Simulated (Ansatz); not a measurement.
**Cu: Cu vacancy**

Level of theory: DFT r2SCAN, scalar-relativistic, plane waves, PAW in Ansatz 0.2.0. Settings: 500 eV cutoff, 4×4×4 k-mesh, Gaussian smearing of 0.10 eV, no spin polarisation.

Host crystal, relaxed:

```cif
data_structure
_symmetry_space_group_name_H-M 'P 1'
_symmetry_Int_Tables_number 1
_cell_length_a 2.5291
_cell_length_b 2.5291
_cell_length_c 2.5291
_cell_angle_alpha 60.000
_cell_angle_beta 60.000
_cell_angle_gamma 60.000
_cell_volume 11.44
loop_
_atom_site_label
_atom_site_type_symbol
_atom_site_fract_x
_atom_site_fract_y
_atom_site_fract_z
_atom_site_occupancy
Cu1 Cu 0.00000 0.00000 0.00000 1
```

Supercell of 27 atoms, rows in host cell vectors: 0 3 0; 0 3 -3; -3 3 0. Atoms relax at the host's cell, keeping the symmetry that the supercell leaves at the site. The cell is small, so energies carry finite-size errors of tenths of an eV. The host is a metal. Atoms are taken from and returned to the elements' standard states.

Defect: Cu vacancy set at (0.000, 0.000, 0.000) of the host cell. Before relaxation its nearest neighbours are 12 Cu at 2.53 Å.

| charge | E_f at the valence band top (eV) | moment (μB) | largest move (Å) | atoms near the site |
| --- | --- | --- | --- | --- |
| 0 | 1.28 | 0.00 | 0.02 | 12 Cu at 2.50 Å |

Cost: 2 runs of about 22 core-minutes in all, on AMD EPYC (Zen 3) (shared hosts).